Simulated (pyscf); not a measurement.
## Multi-bond step: H₃Si–O–ZnH (SMILES [SiH3][O][ZnH]) + H₂O (SMILES O) → ZnH₂ (SMILES [ZnH2]) + HO–SiH₂–OH (SMILES O[SiH2]O)

Gas phase, singlet surface, charge 0. Bonds broken: Zn1–O2, Si3–H5, O8–H9. Bonds formed: Zn1–H5, O2–H9, Si3–O8. Optimised with ωB97X-D3(BJ)/def2-SVP in PySCF.

Transition state (Å):

```xyz
10

Zn    -0.6125     2.0780    -1.0876
O     -0.3348     1.4129     0.6925
Si    -0.6122    -0.2300     0.2989
H     -0.6574     3.2725    -2.0519
H     -0.8530     0.2731    -1.2891
H      0.5058    -1.1345    -0.0818
H     -1.9591    -0.8354     0.4055
O     -0.2410    -0.2376     2.1879
H     -0.1417     0.9252     1.7767
H      0.5914    -0.6438     2.4577
```

One imaginary mode, 1237i cm⁻¹; descent along it reached the two sides named, in the forms told below.

```json
[
 {"bond": "Zn1–O2", "change": "breaks", "reactant side (Å)": "1.781", "saddle": "1.920", "product side": "2.198"},
 {"bond": "Si3–H5", "change": "breaks", "reactant side (Å)": "1.500", "saddle": "1.683", "product side": "3.0"},
 {"bond": "O8–H9", "change": "breaks", "reactant side (Å)": "0.973", "saddle": "1.237", "product side": "2.8"},
 {"bond": "Zn1–H5", "change": "forms", "reactant side (Å)": "3.6", "saddle": "1.832", "product side": "1.575"},
 {"bond": "O2–H9", "change": "forms", "reactant side (Å)": "1.862", "saddle": "1.204", "product side": "0.965"},
 {"bond": "Si3–O8", "change": "forms", "reactant side (Å)": "3.2", "saddle": "1.925", "product side": "1.660"}
]
```

Electronic energies relative to the separated reactants (kJ/mol):

```json
[
 {"level": "ωB97X-D3(BJ)/def2-TZVP", "barrier": "61.9", "reaction energy": "-35.6", "reverse barrier": "97.5"},
 {"level": "PBE/def2-TZVP", "barrier": "51.9", "reaction energy": "-40.1", "reverse barrier": "91.9"},
 {"level": "r²SCAN/def2-TZVP", "barrier": "51.5", "reaction energy": "-40.3", "reverse barrier": "91.8"},
 {"level": "B3LYP-D3(BJ)/def2-TZVP", "barrier": "75.9", "reaction energy": "-39.2", "reverse barrier": "115.1"},
 {"level": "PBE0-D3(BJ)/def2-TZVP", "barrier": "54.1", "reaction energy": "-39.4", "reverse barrier": "93.6"},
 {"level": "M06-2X/def2-TZVP", "barrier": "56.6", "reaction energy": "-39.2", "reverse barrier": "95.8"},
 {"level": "ωB97M-D3(BJ)/def2-TZVP", "barrier": "68.4", "reaction energy": "-45.7", "reverse barrier": "114.1"},
 {"level": "HF/def2-TZVP", "barrier": "146.5", "reaction energy": "-40.7", "reverse barrier": "187.2"}
]
```

With ωB97M-D3(BJ)/def2-TZVP energies and thermal terms (ideal gas, 1 atm, RRHO with modes under 100 cm⁻¹ raised to 100, one conformer, R ln 2 for chiral ones without a mode under 150 cm⁻¹), in kJ/mol:

| T (K) | ΔH‡ | ΔG‡ | ΔH | ΔG |
|---|---|---|---|---|
| 298 | 61.8 | 112.3 | -48.2 | -42.7 |
| 600 | 61.7 | 163.8 | -47.1 | -37.4 |
| 900 | 64.4 | 214.3 | -45.1 | -33.0 |
| 1200 | 67.9 | 263.8 | -43.3 | -29.2 |

On the reactant side the descent ends in a complex, 20.4 kJ/mol under the separated species and 82.3 kJ/mol under the saddle at ωB97X-D3(BJ)/def2-TZVP. On the product side the descent ends in an adduct with a O–Zn contact, 33.3 kJ/mol under the separated species and 130.8 kJ/mol under the saddle at ωB97X-D3(BJ)/def2-TZVP. What is counted as broken (O–Zn) persists as a longer contact in the product adduct; parting that adduct is a step of its own. At the saddle there is also a short Si–Zn contact that neither side keeps. This saddle turned up in a search for another step; its sides and bond changes are read from the two ends of the descent. This is the saddle that the search found; another between the same sides may lie lower. Elements up to Kr have no core potential and no relativistic terms here.
